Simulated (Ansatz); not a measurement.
Input file:

```yaml
crystal:
  periodic: [false, false, false]
  atoms:
    - {symbol: B, position_ang: [0.000000, 0.000000, 0.647671]}
    - {symbol: Be, position_ang: [0.000000, 0.000000, -0.827329]}
    - {symbol: H, position_ang: [0.000000, 1.003181, 1.309527]}
    - {symbol: H, position_ang: [0.000000, -1.003180, 1.309527]}
    - {symbol: H, position_ang: [0.000000, 0.000000, -2.168558]}
basis:
  gaussian: {orbitals: def2-mTZVP}
magnetization: {spin_polarized: false}
hamiltonian: {pseudopotentials: {relativity: scalar}}
correlation: {method: qcisd_t, electrons: outside_noble_gas}
accuracy: high
scf: {lower_state_search: full}
output: {forces: true}
```

```sh
$ ansatz run in.yaml --threads 1 --pin off --events-out ev --progress --plain --max-ram 2393MiB
```

(1) How does this run end?

## Answers

(1) Refused. The input was made wrong on purpose (a method name that the input doesn't accept), so the run isn't a sound calculation of what was asked.
```
Error: YAML parse error: error: line 13 column 23: unknown variant `qcisd_t`, expected one of mp2, rpa, ccsd, ccsd_t, bccd, bccd_t, ccsdt, ccsdt_q, ccsdt_q_b, ccsdtq, fci, sc_nevpt2, fic_nevpt4_sd, fic_mrcisd_q, fic_mrcisd_q_relaxed
  --> <input>:13:23
   |
11 | magnetization: {spin_polarized: false}
12 | hamiltonian: {pseudopotentials: {relativity: scalar}}
13 | correlation: {method: qcisd_t, electrons: outside_noble_gas}
   |                       ^ unknown variant `qcisd_t`, expected one of mp2, rpa, ccsd, ccsd_t, bccd, bccd_t, ccsdt, ccsdt_q, ccsdt_q_b, ccsdtq, fci, sc_nevpt2, fic_nevpt4_sd, fic_mrcisd_q, fic_mrcisd_q_relaxed
14 | accuracy: high
15 | scf: {lower_state_search: full}
   |
```
